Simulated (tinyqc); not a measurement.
G0W0 on RHF in the sto-6g basis, for H2O, spin multiplicity 1, step by step (part 2 of 2). Computed by tinyqc, a small Python program that keeps every step (integrals from PySCF). Command: `OMP_NUM_THREADS=1 python tinyqc.py 26174 26175 out.jsonl` (the two numbers bound the seeds that draw the settings). One thread of a shared host (Intel(R) Xeon(R) Processor @ 2.60GHz), about 0.1 s of CPU time with the checks.

Geometry (angstrom):
```
atom       x        y       z
O     0.0000   0.0000  0.0000
H     0.0000   0.7810  0.7130
H     0.0000  -0.7810  0.7130
```

## G0W0 on Hartree-Fock: LUMO

orbital energies (hartree): MO1 -20.5276, MO2 -1.2402, MO3 -0.5566, MO4 -0.4672, MO5 -0.3991, MO6 0.5187, MO7 0.5983

Two-electron integrals over orbitals (pq|rs), unique and non-zero (hartree):
```
(11|11) 4.7630      (21|11) -0.4343     (21|21) 0.0640      (22|11) 1.0281
(22|21) -0.0154     (22|22) 0.7283      (31|31) 0.0115      (32|31) 0.0175
(32|32) 0.1344      (33|11) 0.7864      (33|21) -0.0044     (33|22) 0.6316
(33|33) 0.6124      (41|11) 0.1853      (41|21) -0.0251     (41|22) 0.0143
(41|33) 0.0058      (41|41) 0.0267      (42|11) -0.1553     (42|21) 0.0094
(42|22) -0.0160     (42|33) 0.0031      (42|41) 0.0170      (42|42) 0.1285
(43|31) -0.0034     (43|32) 0.0231      (43|43) 0.0542      (44|11) 0.9471
(44|21) -0.0118     (44|22) 0.6624      (44|33) 0.5795      (44|41) -0.0092
(44|42) -0.0955     (44|44) 0.7170      (51|51) 0.0267      (52|51) 0.0328
(52|52) 0.1485      (53|53) 0.0278      (54|51) -0.0130     (54|52) -0.0470
(54|54) 0.0511      (55|11) 1.1171      (55|21) -0.0114     (55|22) 0.7535
(55|33) 0.6168      (55|41) 0.0046      (55|42) -0.0809     (55|44) 0.6977
(55|55) 0.8807      (61|11) -0.2145     (61|21) 0.0341      (61|22) -0.0013
(61|33) 0.0009      (61|41) 0.0010      (61|42) 0.0215      (61|44) -0.0172
(61|55) -0.0052     (61|61) 0.0303      (62|11) 0.2880      (62|21) -0.0067
(62|22) 0.1388      (62|33) 0.0747      (62|41) 0.0190      (62|42) 0.0272
(62|44) 0.0666      (62|55) 0.1474      (62|61) 0.0101      (62|62) 0.0995
(63|31) 0.0033      (63|32) -0.0315     (63|43) -0.0328     (63|63) 0.0676
(64|11) 0.2575      (64|21) -0.0028     (64|22) 0.1168      (64|33) 0.0497
(64|41) -5.34e-05   (64|42) -0.0533     (64|44) 0.1311      (64|55) 0.1425
(64|61) -0.0022     (64|62) 0.0581      (64|64) 0.0940      (65|51) 0.0135
(65|52) 0.0523      (65|54) 0.0038      (65|65) 0.0357      (66|11) 0.8146
(66|21) -0.0078     (66|22) 0.6115      (66|33) 0.5634      (66|41) 0.0190
(66|42) 0.0482      (66|44) 0.5547      (66|55) 0.5915      (66|61) 0.0093
(66|62) 0.1002      (66|64) 0.0519      (66|66) 0.5989      (71|31) 0.0150
(71|32) 0.0216      (71|43) -0.0045     (71|63) 0.0038      (71|71) 0.0196
(72|31) 0.0145      (72|32) 0.0488      (72|43) -0.0345     (72|63) 0.0325
(72|71) 0.0181      (72|72) 0.0648      (73|11) 0.3663      (73|21) -0.0069
(73|22) 0.1525      (73|33) 0.0903      (73|41) -0.0006     (73|42) -0.0832
(73|44) 0.1412      (73|55) 0.1969      (73|61) -0.0061     (73|62) 0.0703
(73|64) 0.0989      (73|66) 0.0437      (73|73) 0.1605      (74|31) -0.0091
(74|32) -0.0766     (74|43) -0.0101     (74|63) 0.0501      (74|71) -0.0117
(74|72) -0.0154     (74|74) 0.0732      (75|53) 0.0237      (75|75) 0.0239
(76|31) 0.0079      (76|32) 0.0867      (76|43) 0.0577      (76|63) -0.0597
(76|71) 0.0098      (76|72) -0.0087     (76|74) -0.0616     (76|76) 0.1110
(77|11) 0.8311      (77|21) -0.0082     (77|22) 0.6096      (77|33) 0.5924
(77|41) 0.0039      (77|42) -0.0129     (77|44) 0.5817      (77|55) 0.6063
(77|61) -0.0033     (77|62) 0.0626      (77|64) 0.0437      (77|66) 0.5606
(77|73) 0.0842      (77|77) 0.5989
```

excitation energies w (hartree): 0.9865  1.0442  1.0701  1.1040  1.2882  1.4574  1.9678  1.9856  21.1067  21.1651

X + Y:
```
          1       2        3        4        5        6        7        8
1>6  0.0000  0.0000   0.0000   0.0000   0.0000   0.0016   0.0000  -0.0015
1>7  0.0000  0.0000   0.0000  -0.0017   0.0011   0.0000  -0.0034   0.0000
2>6  0.0000  0.0000  -0.0590   0.0000   0.0000  -0.3082   0.0000   0.9023
2>7  0.0000  0.0000   0.0000  -0.0932  -0.0358   0.0000   0.9636   0.0000
3>6  0.0000  0.0000   0.0000   0.7041   0.6368   0.0000   0.0537   0.0000
3>7  0.0000  0.0000  -0.4115   0.0000   0.0000   0.7889   0.0000   0.1833
4>6  0.0000  0.0000   0.8803   0.0000   0.0000   0.3032   0.0000   0.1070
4>7  0.0000  0.0000   0.0000  -0.6847   0.6516   0.0000  -0.0213   0.0000
5>6  0.9645  0.0000   0.0000   0.0000   0.0000   0.0000   0.0000   0.0000
5>7  0.0000  0.9774   0.0000   0.0000   0.0000   0.0000   0.0000   0.0000

           9       10
1>6   0.9986   0.0000
1>7   0.0000   0.9991
2>6   0.0002   0.0000
2>7   0.0000   0.0003
3>6   0.0000   0.0000
3>7  -0.0001   0.0000
4>6   0.0000   0.0000
4>7   0.0000  -0.0001
5>6   0.0000   0.0000
5>7   0.0000   0.0000
```

W(p,q,m) = sqrt2 sum_ia (pq|ia) (X+Y)_ia,m; Sigma_c(x) = sum_(i,m) W^2/(x - e_i + w_m) + sum_(a,m) W^2/(x - e_a - w_m); solve x = e_p + Sigma_c(x) by Newton steps; Z = 1/(1 - dSigma/dx); 1 hartree = 27.211386 eV.

The 12 largest terms at x = e_p (hartree; W for the signs of X + Y given):
```
q  m        W     term
6  8   0.1470  -0.0109
7  5  -0.1101  -0.0089
4  6   0.1253   0.0064
2  8   0.1540   0.0063
3  5   0.1054   0.0047
4  8   0.1140   0.0044
4  3   0.0546   0.0015
5  1   0.0486   0.0012
2  6   0.0601   0.0011
6  3   0.0308  -0.0009
3  7   0.0479   0.0008
6  6   0.0274  -0.0005
```

Newton steps (hartree):
```
step       x  Sigma_c(x)       Z
0     0.5187      0.0055  0.9775
1     0.5240      0.0053  0.9774
2     0.5240      0.0053  0.9774
```

quasiparticle energy of the LUMO = 14.2593 eV

Hartree-Fock value = 14.1138 eV
